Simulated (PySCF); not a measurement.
Computed spectra and the visible range. Vertical TDDFT excitations of isolated species (PySCF; the level stands beside each; core orbitals frozen in the response), one conformer each, no solvent.

1. `[P@@H](C(=O)C)(=S)C` (C3H7OPS)
2. `C=CC(=O)[Si@@H](F)C=C` (C5H7FOSi)
3. `CCCOC` (C4H10O)
4. `O=C([SiH2]C=O)/C=C/C#N` (C5H5NO2Si)
5. `N=O` (HNO)
6. `[C]=C=C` (C3H2) [singlet]

Task: For which of them does the calculation put a singlet between 380 and 750 nm?

Result: 2, 4 and 6.

1. (B3LYP/def2-SVPD on a GFN2-xTB geometry) 374 nm (f 0.017); 336 nm (f 0.001); 268 nm (f 0.008); 235 nm (f 0.001); 223 nm (f 0.017). No computed singlet lies in the visible range (380 to 750 nm); the lowest, at 374 nm, stands 0.05 eV above its violet end (3.26 eV); a Tamm–Dancoff triplet lies at 437 nm, without intensity as long as spin–orbit coupling is left out.
2. (B3LYP/def2-SVPD on a GFN2-xTB geometry) 452 nm (f 0.002); 260 nm (f 0.002); 248 nm (f 0.048); 230 nm (f 0.216); 217 nm (f 0.030). S1 lies in the visible range (380 to 750 nm), at 452 nm, f = 0.0022; light of that wavelength is blue, and its complementary colour is yellow; a Tamm–Dancoff triplet lies at 554 nm, without intensity as long as spin–orbit coupling is left out.
3. (CAM-B3LYP/def2-SVPD on a GFN2-xTB geometry) 173 nm (f 0.026); 155 nm (f 0.000); 151 nm (f 0.027); 147 nm (f 0.049); 146 nm (f 0.012).
4. (CAM-B3LYP/def2-SVPD on a GFN2-xTB geometry) 445 nm (f 0.004); 391 nm (f 0.003); 270 nm (f 0.019); 243 nm (f 0.423); 228 nm (f 0.045). 2 computed singlets (S1 to S2) lie in the visible range (380 to 750 nm), the largest f among them at 445 nm, f = 0.0038; light of that wavelength is blue, and its complementary colour is yellow; a Tamm–Dancoff triplet lies at 551 nm, without intensity as long as spin–orbit coupling is left out.
5. (PBE0/def2-SVPD on a GFN2-xTB geometry) 872 nm (f 0.000); 185 nm (f 0.076); 169 nm (f 0.002); 147 nm (f 0.026); 141 nm (f 0.001). No computed singlet lies between 380 and 750 nm, and the lowest lies beyond, at 872 nm.
6. (B3LYP/def2-SVPD on a PBE0-D3(BJ)/def2-SVP geometry) 675 nm (f 0.000); 502 nm (f 0.007); 229 nm (f 0.103); 178 nm (f 0.000); 172 nm (f 0.039). 2 computed singlets (S1 to S2) lie in the visible range (380 to 750 nm), the largest f among them at 502 nm, f = 0.0067; light of that wavelength is blue-green to green, and its complementary colour is red to purple; a Tamm–Dancoff triplet lies at 435 nm, without intensity as long as spin–orbit coupling is left out.
